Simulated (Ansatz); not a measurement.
Predict the output of the script below (Ansatz 0.2.0, Python API).

The script, `run_deck.py`:
```python
"""CH3FSi through the session interface."""

import ansatz as az
import numpy as np

DECK = """
crystal:
  periodic: [false, false, false]
  atoms:
    - { symbol: C, position_ang: [-0.3082, 0.3455, -0.1817] }
    - { symbol: Si, position_ang: [0.4526, -0.5827, 1.146] }
    - { symbol: F, position_ang: [1.4153, -1.6423, 0.4567] }
    - { symbol: H, position_ang: [-0.9724, 1.1442, 0.2143] }
    - { symbol: H, position_ang: [0.384, 0.9157, -0.8183] }
    - { symbol: H, position_ang: [-0.9292, -0.2444, -0.8632] }
basis:
  gaussian: { orbitals: cc-pVDZ, nuclear_model: gaussian }
hamiltonian:
  xc: b3lyp
output:
  forces: true
"""

session = az.Session.from_yaml(DECK)
report = session.plan(threads=1).execute().report

print("reference energy %16.6f eV" % report["reference_energy_ev"])
print("total energy     %16.6f eV" % report["free_energy_ev"])
print("occupied orbitals outside the frozen core (up, down):", report["n_occupied"], " frozen:", report["n_frozen"], " virtual:", report["n_virtual"])
symbols = ["C", "Si", "F", "H", "H", "H"]
field = report["mean_field"]
print("<S^2> =", round(abs(field["state"]["spin_squared"]), 4), " all-electron relativity setting:", field["relativity"])
print("passes:", field["passes"])
if "symmetry" in field:
    print("occupied orbitals by irrep:", field["symmetry"]["occupied"])

forces = np.array(report["forces_ev_ang"])
print("largest force", round(float(np.linalg.norm(forces, axis=1).max()), 4), "eV/A, rms", round(float(np.sqrt((forces ** 2).mean())), 4))
charges = report["charge_distribution"]
print("dipole moment", round(4.803205 * float(np.linalg.norm(charges["dipole_moment_e_ang"])), 3), "D")
print("Mulliken:", [(s, round(q, 3)) for s, q in zip(symbols, charges["mulliken_charges_e"])])
```

Output of `python run_deck.py`:
```text
reference energy    -11680.942990 eV
total energy        -11680.942990 eV
occupied orbitals outside the frozen core (up, down): [16, 16]  frozen: 0  virtual: [45, 45]
<S^2> = 0.0  all-electron relativity setting: none
passes: {'evaluations': 14, 'products': 10}
occupied orbitals by irrep: [{'A': 16}, {'A': 16}]
largest force 3.8268 eV/A, rms 1.312
dipole moment 1.985 D
Mulliken: [('C', -0.183), ('Si', 0.354), ('F', -0.303), ('H', 0.043), ('H', 0.043), ('H', 0.045)]
```

Caveats:
- These settings explore the input space; basis and method may be short of convergence.
- The geometry is a force-field or estimated start, not a minimum of this method, and the basis set is short of its limit.
- b3lyp holds the VWN-RPA fit, as in Gaussian; the form of ORCA and Turbomole is b3lyp5.
- Run time: 1.7 s on 1 thread of Arm Neoverse V1, with other jobs on the host, peak memory 0.16 GiB.

(Lines on the test bed's own set-up are left out of the output.)
